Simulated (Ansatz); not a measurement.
Question: Name a neutral molecule of C, F, N and H with HOMO energy (PBE/def2-TZVPP) between -5.80 and -5.50 eV and LUMO energy (PBE0/def2-TZVPP) between 1.25 and 1.55 eV (Ansatz, PBE0-D4/def2-TZVP geometry).

Answer: `CNC(C)F` (-5.66 eV, 1.36 eV); `CNCF` (-5.79 eV, 1.27 eV). Other molecules can fit too; these were computed, each in one conformer that needn't be the lowest.
